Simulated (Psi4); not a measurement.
**BN (boron nitride), step by step**

Aim: a geometry optimisation (USVWN-RPA/def2-SVP), then vibrational wavenumbers, then a single-point energy (UCCSD(T)/cc-pVDZ) of BN (boron nitride). 

The calculation is run with Psi4 1.11.

## 1. The molecule

The species is BN (2 atoms), meant as a triplet with charge 0. As SMILES, `B#N`. The shape is that of a GFN2-xTB optimisation. The run starts from this shape.

Bond lengths: B1–N2 1.268 Å.

## 2. A geometry optimisation at USVWN-RPA/def2-SVP (density fitting) (run 1)

calc.py

```python
import psi4

psi4.set_memory('1600 MB')
psi4.set_num_threads(1)
psi4.core.set_output_file('output.dat', False)

molecule = psi4.geometry("""
0 3
B      0.00000000     0.00000000     0.00000000
N      0.00000000     0.00000000     2.39698531
units au
""")

psi4.set_options(dict(reference='uks', geom_maxiter=60))

energy_value, wavefunction = psi4.optimize('svwn/def2-SVP', return_wfn=True)
print(f'total energy {energy_value:.8f} hartree = {energy_value * 27.211386:.5f} eV')
molecule.save_xyz_file('final.xyz', False)
for k, v in sorted(psi4.core.scalar_variables().items()):
    print(f'{k:45s} {v:18.10f}')
```

Started as:

```bash
python calc.py
```

output.dat:

```text
[...]
  Running in c2v symmetry.
[...]
  Nuclear repulsion =   14.601674801252747
[...]
  Multiplicity = 3
[...]
  Nalpha       = 7
  Nbeta        = 5
[...]
    Number of basis functions: 28
[...]
   @DF-UKS iter   1:   -78.66683408678189   -2.51624e-01   3.46571e-02 ADIIS/DIIS
[...]
   @DF-UKS iter   7:   -78.84132971415954   -1.90425e-12   5.95256e-09 DIIS
[...]
   @S^2 Observed:                2.002057176E+00
[...]
    Orbital Energies [Eh]
    ---------------------
    Alpha Occupied:
       1A1   -13.939456     2A1    -6.542711     3A1    -0.772778
       4A1    -0.369423     1B2    -0.350134     1B1    -0.313146
       5A1    -0.295678
    Alpha Virtual:
       2B2    -0.093840     2B1    -0.071015     6A1     0.083549
       7A1     0.161878     3B2     0.213627     3B1     0.223608
       8A1     0.471414     9A1     0.601765     4B2     0.679324
       4B1     0.707649    10A1     0.814019     1A2     0.906091
      11A1     0.906665     5B2     0.981186     5B1     1.002828
      12A1     1.502187     2A2     2.043307    13A1     2.043654
[...]
  @DF-UKS Final Energy:   -78.84132971415954
   => Energetics <=
    Nuclear Repulsion Energy =             13.9760255002726979
    One-Electron Energy =                -134.1723920750436605
    Two-Electron Energy =                  51.6393728679109358
    DFT Exchange-Correlation Energy =     -10.2843360072995225
    Empirical Dispersion Energy =           0.0000000000000000
    VV10 Nonlocal Energy =                  0.0000000000000000
    Total Energy =                        -78.8413297141595422
[...]
 Multipole Moments:
 ------------------------------------------------------------------------------------
     Multipole            Electronic (a.u.)      Nuclear  (a.u.)        Total (a.u.)
 ------------------------------------------------------------------------------------
 L = 1.  Multiply by 2.5417464519 to convert [e a0] to [Debye]
 Dipole X            :          0.0000000            0.0000000            0.0000000
 Dipole Y            :          0.0000000            0.0000000            0.0000000
 Dipole Z            :         -1.3273475            0.7058366           -0.6215110
 Magnitude           :                                                    0.6215110
[...]
  -Total Gradient:
     Atom            X                  Y                   Z
    ------   -----------------  -----------------  -----------------
       1        0.000000000000     0.000000000000     0.000168852031
       2        0.000000000000     0.000000000000    -0.000187938745
[...]
    Final optimized geometry and variables:
    Molecular point group: c2v
    Full point group: C_inf_v
    Geometry (in Bohr), charge = 0, multiplicity = 3:
    B            0.000000000000     0.000000000000    -1.402015248013
    N            0.000000000000     0.000000000000     1.102273256563
[...]
```

On the terminal:

```text
Some dependencies such as QCElemental have not yet finished migration to pydantic v2. If issues are encountered please downgrade pydantic or upgrade QCElemental as appropriate
Optimizer: Optimization complete!
total energy -78.84132971 hartree = -2145.38186 eV
CURRENT ENERGY                                    -78.8413297142
CURRENT REFERENCE ENERGY                          -78.8413297142
DD SOLVATION ENERGY                                 0.0000000000
DFT FUNCTIONAL TOTAL ENERGY                       -78.8413297142
DFT TOTAL ENERGY                                  -78.8413297142
DFT VV10 ENERGY                                     0.0000000000
DFT XC ENERGY                                     -10.2843360073
GRID ELECTRONS ALPHA                                6.9999996391
GRID ELECTRONS BETA                                 4.9999997204
GRID ELECTRONS TOTAL                               11.9999993595
NUCLEAR REPULSION ENERGY                           13.9760255003
ONE-ELECTRON ENERGY                              -134.1723920750
OPTIMIZATION ITERATIONS                             4.0000000000
PCM POLARIZATION ENERGY                             0.0000000000
PE ENERGY                                           0.0000000000
SCF ITERATION ENERGY                              -78.8413297142
SCF ITERATIONS                                      7.0000000000
SCF TOTAL ENERGY                                  -78.8413297142
TWO-ELECTRON ENERGY                                51.6393728679
XC GRID RADIAL POINTS                              75.0000000000
XC GRID SPHERICAL POINTS                          302.0000000000
XC GRID TOTAL POINTS                            43295.0000000000
```

It took 6 s on 1 thread of Intel Xeon Platinum 8259CL at 2.50GHz (Skylake/Cascade Lake), shared host; peak memory 0.23 GiB.

The path in brief:

| step | energy from the first frame kept (eV) | largest force (eV/Å) |
| --- | --- | --- |
| 0 | 0.0000 | 3.8154 |
| 1 | -0.1013 | 0.3602 |
| 2 | -0.1024 | 0.0574 |
| 3 | -0.1024 | 0.0097 |

After the run. Bond lengths: B1–N2 1.325 Å.

## 3. The harmonic vibrations at USVWN-RPA/def2-SVP (density fitting) (run 2)

bn.xyz

```xyz
2
BN
B      0.000000     0.000000    -0.031789
N      0.000000     0.000000     1.293423
```

calc.py

```python
import psi4

psi4.set_memory('1600 MB')
psi4.set_num_threads(1)
psi4.core.set_output_file('output.dat', False)

with open('bn.xyz') as f:
    atoms = ''.join(f.readlines()[2:])
geom = psi4.geometry('0 3\n' + atoms + 'symmetry c1')

psi4.set_options(dict(basis='def2-SVP', reference='uks', t=298.15, rotational_symmetry_number=1))

e, wfn = psi4.frequency('svwn', return_wfn=True)
print(f'total energy {e:.8f} hartree = {e * 27.211386:.5f} eV')
print('wavenumbers / cm^-1:', wfn.frequencies().np.round(1))
for k, v in sorted(psi4.core.scalar_variables().items()):
    print(f'{k:45s} {v:18.10f}')
```

Started as:

```bash
python calc.py
```

output.dat (excerpt; [...] marks lines left out):

```text
[...]
  Running in c1 symmetry.
[...]
  Nuclear repulsion =   13.976029777462022
[...]
  Multiplicity = 3
[...]
  Nalpha       = 7
  Nbeta        = 5
[...]
    Number of basis functions: 28
[...]
   @DF-UKS iter   1:   -78.67738320884069   -2.96791e-01   1.98240e-02 DIIS/ADIIS
[...]
  -Total Gradient:
     Atom            X                  Y                   Z
    ------   -----------------  -----------------  -----------------
       1       -0.000000000000     0.000000000000     0.000169294850
       2        0.000000000000     0.000000000000    -0.000188381567
[...]
   @DF-UKS iter  11:   -78.84132971401854   -1.25056e-12   6.36600e-09 DIIS
[...]
   @S^2 Observed:                2.002057178E+00
[...]
    Orbital Energies [Eh]
    ---------------------
    Alpha Occupied:
       1A    -13.939456     2A     -6.542711     3A     -0.772778
       4A     -0.369423     5A     -0.350134     6A     -0.313146
       7A     -0.295678
    Alpha Virtual:
       8A     -0.093840     9A     -0.071015    10A      0.083549
      11A      0.161878    12A      0.213627    13A      0.223608
      14A      0.471415    15A      0.601765    16A      0.679324
      17A      0.707649    18A      0.814019    19A      0.906091
      20A      0.906665    21A      0.981186    22A      1.002829
      23A      1.502188    24A      2.043308    25A      2.043654
[...]
  @DF-UKS Final Energy:   -78.84132971401854
   => Energetics <=
    Nuclear Repulsion Energy =             13.9760297774620224
    One-Electron Energy =                -134.1724003226532318
    Two-Electron Energy =                  51.6393771011094671
    DFT Exchange-Correlation Energy =     -10.2843362699368068
    Empirical Dispersion Energy =           0.0000000000000000
    VV10 Nonlocal Energy =                  0.0000000000000000
    Total Energy =                        -78.8413297140185421
[...]
 Multipole Moments:
[...]
  ==> Harmonic Vibrational Analysis <==
[...]
  Freq [cm^-1]                1574.9038
[...]
  Total E_0, Enthalpy at 0 [K]                                                          -78.83774182 [Eh]
[...]
  Total H, Enthalpy at  298.15 [K]                                                      -78.83443358 [Eh]
[...]
  Total G, Gibbs energy at  298.15 [K]                                                  -78.85794556 [Eh]
[...]
```

Standard output:

```text
total energy -78.84132971 hartree = -2145.38186 eV
wavenumbers / cm^-1: [1574.9]
CURRENT ENERGY                                    -78.8413297140
CURRENT REFERENCE ENERGY                          -78.8413297140
DD SOLVATION ENERGY                                 0.0000000000
DFT FUNCTIONAL TOTAL ENERGY                       -78.8413297140
DFT TOTAL ENERGY                                  -78.8413297140
DFT VV10 ENERGY                                     0.0000000000
DFT XC ENERGY                                     -10.2843362699
ENTHALPY                                          -78.8344335802
ENTHALPY CORRECTION                                 0.0068961338
GIBBS FREE ENERGY                                 -78.8579455566
GIBBS FREE ENERGY CORRECTION                       -0.0166158426
GRID ELECTRONS ALPHA                                6.9999996391
GRID ELECTRONS BETA                                 4.9999997204
GRID ELECTRONS TOTAL                               11.9999993595
NUCLEAR REPULSION ENERGY                           13.9760297775
ONE-ELECTRON ENERGY                              -134.1724003227
PCM POLARIZATION ENERGY                             0.0000000000
PE ENERGY                                           0.0000000000
SCF ITERATION ENERGY                              -78.8413297140
SCF ITERATIONS                                     11.0000000000
SCF TOTAL ENERGY                                  -78.8413297140
THERMAL ENERGY                                    -78.8353777647
THERMAL ENERGY CORRECTION                           0.0059519493
TWO-ELECTRON ENERGY                                51.6393771011
XC GRID RADIAL POINTS                              75.0000000000
XC GRID SPHERICAL POINTS                          302.0000000000
XC GRID TOTAL POINTS                            43295.0000000000
ZERO K ENTHALPY                                   -78.8377418191
ZPVE                                                0.0035878949
```

Run time: 7.5 s. Hardware: 1 thread of Intel Xeon Platinum 8259CL at 2.50GHz (Skylake/Cascade Lake), shared host; peak memory 0.23 GiB.

## 4. The energy at UCCSD(T)/cc-pVDZ (run 3)

bn.dat

```
memory 1600 mb

molecule {
  0 3
  B      0.000000     0.000000    -0.031789
  N      0.000000     0.000000     1.293423
  units angstrom
}

set basis cc-pVDZ
set reference uhf
set scf_type pk
set freeze_core true

E, wfn = energy('ccsd(t)', return_wfn=True)
print_variables()
```

Started as:

```bash
psi4 -i bn.dat -o bn.out -n 1
```

bn.out:

```text
[...]
  Running in c2v symmetry.
[...]
  Nuclear repulsion =   13.976029777462022
[...]
  Multiplicity = 3
[...]
  Nalpha       = 7
  Nbeta        = 5
[...]
    Number of basis functions: 28
[...]
   @UHF iter   1:   -78.93406368421077   -1.03473e+00   1.91003e-02 DIIS/ADIIS
[...]
   @UHF iter  16:   -78.99641182882227   -2.98428e-13   2.43402e-09 DIIS
[...]
   @S^2 Observed:                2.051114433E+00
[...]
    Orbital Energies [Eh]
    ---------------------
    Alpha Occupied:
       1A1   -15.604445     2A1    -7.706821     3A1    -1.132458
       4A1    -0.591955     1B2    -0.503423     5A1    -0.489482
       1B1    -0.424222
    Alpha Virtual:
       2B2     0.093211     2B1     0.128728     6A1     0.242043
       7A1     0.424514     3B2     0.428763     3B1     0.432295
       8A1     0.732305     9A1     0.830020     1A2     0.830566
      10A1     0.879067     4B2     0.960531     4B1     0.984336
       5B2     1.039109     5B1     1.100200    11A1     1.437028
      12A1     1.652169     2A2     2.102739    13A1     2.103548
[...]
  @UHF Final Energy:   -78.99641182882227
   => Energetics <=
    Nuclear Repulsion Energy =             13.9760297774620224
    One-Electron Energy =                -134.2550147021235603
    Two-Electron Energy =                  41.2825730958392683
    Total Energy =                        -78.9964118288222750
  UHF NO Occupations:
  HONO-2 :    1 B1 1.9755401
  HONO-1 :    1 B2 1.0000000
[...]
 Multipole Moments:
 ------------------------------------------------------------------------------------
     Multipole            Electronic (a.u.)      Nuclear  (a.u.)        Total (a.u.)
 ------------------------------------------------------------------------------------
 L = 1.  Multiply by 2.5417464519 to convert [e a0] to [Debye]
 Dipole X            :          0.0000000            0.0000000            0.0000000
 Dipole Y            :          0.0000000            0.0000000            0.0000000
 Dipole Z            :         -1.7112790            0.7058363           -1.0054426
 Magnitude           :                                                    1.0054426
[...]
      * MP2 total energy                      =  -79.173647771366802
[...]
      * CCSD total energy                     =  -79.196203538886408
[...]
      * CCSD(T) total energy                     =  -79.204863607489941
[...]
```

Run time: 5.4 s. Hardware: 1 thread of Intel Xeon Platinum 8259CL at 2.50GHz (Skylake/Cascade Lake), shared host; peak memory 0.21 GiB.

## 5. Outcome

| quantity | value |
| --- | --- |
| run 1, USVWN-RPA/def2-SVP: total energy at the end | -78.84133 Eh |
| run 1, USVWN-RPA/def2-SVP: dipole moment | 1.58 D |
| run 1, USVWN-RPA/def2-SVP: HOMO energy (highest over α and β) | -7.81 eV |
| run 1, USVWN-RPA/def2-SVP: LUMO energy (lowest over α and β) | -7.71 eV |
| run 1, USVWN-RPA/def2-SVP: bond length | 1.325 Å |
| run 1, USVWN-RPA/def2-SVP: ⟨S²⟩ | 2.002 |
| run 2, USVWN-RPA/def2-SVP: harmonic wavenumber | 1575 cm⁻¹ |
| run 2, USVWN-RPA/def2-SVP: zero-point energy | 9.4 kJ/mol |
| run 2, USVWN-RPA/def2-SVP: ideal-gas entropy at 298.15 K (symmetry number 1 as used) | 49.5 cal/(mol K) |
| run 3, UCCSD(T)/cc-pVDZ: total energy | -79.20486 Eh |
| run 3, UCCSD(T)/cc-pVDZ: HOMO energy (Hartree–Fock orbitals) (highest over α and β) | -11.54 eV |
| run 3, UCCSD(T)/cc-pVDZ: LUMO energy (Hartree–Fock orbitals) (lowest over α and β) | 0.37 eV |
| run 3, UCCSD(T)/cc-pVDZ: correlation energy (2 core orbitals frozen) | -208.5 mEh |
| run 3, UCCSD(T)/cc-pVDZ: (T) correction | -8.66 mEh |
| run 3, UCCSD(T)/cc-pVDZ: ⟨S²⟩ of the reference determinant | 2.051 |
| run 3, UCCSD(T)/cc-pVDZ: T1 diagnostic | 0.066 |

In words: The optimisation (run 1, USVWN-RPA/def2-SVP) took 4 steps and changed the energy by -0.102 eV. The one mode (run 2, USVWN-RPA/def2-SVP) is real, so the shape is a minimum at this level. The T1 diagnostic (run 3, UCCSD(T)/cc-pVDZ) of 0.066 is above the customary mark for such species, so a single reference may not serve. The triples (run 3, UCCSD(T)/cc-pVDZ) make up 4.2 % of the correlation energy.
